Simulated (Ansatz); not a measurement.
Computed with Ansatz on PBE0-D4/def2-TZVP structures; ΔE is electronic, products minus reactants. CCSD(T)/CBS adds triple-zeta CCSD(T) − MP2 to the extrapolated MP2 energy (def2 sets, frozen cores). This one scheme is used for every species. DFT in def2-TZVPP. B3LYP here is the variant with VWN-RPA as its local correlation; programs differ in this. HSE06 is defined as in plane-wave codes. Each species was taken in one conformer, which may not be the lowest.

Reaction (formal hydrolysis of the Al–N bond): `[NH2][AlH][SiH3]` + H₂O → `[OH][AlH][SiH3]` + NH₃

`[NH2][AlH][SiH3]`:

```xyz
9

N     1.352   -1.099    0.940
Al    0.873    0.403    0.138
Si   -1.414    0.550   -0.731
H     0.754   -1.899    1.065
H     2.261   -1.277    1.336
H     1.963    1.552    0.039
H    -2.171    1.671   -0.100
H    -2.191   -0.699   -0.487
H    -1.428    0.799   -2.202
```

H₂O:

Cartesian coordinates in Å:
```
O -0.379 -0.068 -0.059
H 0.280 0.177 -0.713
H 0.099 -0.109 0.772
```

`[OH][AlH][SiH3]`:

```xyz
8

O     1.671   -1.156   -0.805
Al    1.019    0.114    0.115
Si   -1.422    0.278    0.153
H     2.610   -1.315   -0.885
H     2.009    1.092    0.884
H    -1.865    1.651   -0.223
H    -1.940    0.022    1.529
H    -2.082   -0.687   -0.769
```

NH₃:

Cartesian coordinates in Å:
```
N 0.164 -0.227 -0.033
H -0.214 0.094 -0.916
H -0.623 -0.417 0.575
H 0.672 0.550 0.373
```

Is it downhill or uphill in electronic energy at CCSD(T)/CBS, and by how much? (An estimate is asked.)

The calculation gave: Downhill: ΔE = -0.40 eV.

What do these levels give: PBE-D4, HSE06-D4, ωB97M-V, B2PLYP, BLYP, PBE0, B3LYP, LC-ωPBE, HF/def2-SVP, CCSD/def2-SVP, HF/def2-QZVPP, SCS-MP2/def2-QZVPP? (Best estimate.)

Computed: PBE-D4 -0.39, HSE06-D4 -0.39, ωB97M-V -0.42, B2PLYP -0.45, BLYP -0.46, PBE0 -0.40, B3LYP -0.46, LC-ωPBE -0.42, HF/def2-SVP -0.46, CCSD/def2-SVP -0.44, HF/def2-QZVPP -0.48, SCS-MP2/def2-QZVPP -0.43 eV.

Largest T1 diagnostic among the species: 0.014.

Leaving LDA and LC-ωPBE aside and taking each functional with its dispersion term where it has one, the values, not all of them listed here, spread over 0.07 eV, from B2PLYP to revPBE-D4. LDA lies +0.04 eV from PBE without D4. In def2-TZVPP, CCSD(T) changes the Hartree–Fock value by +0.06 eV (the triples alone add +0.01 eV) and MP2 by +0.06 eV.
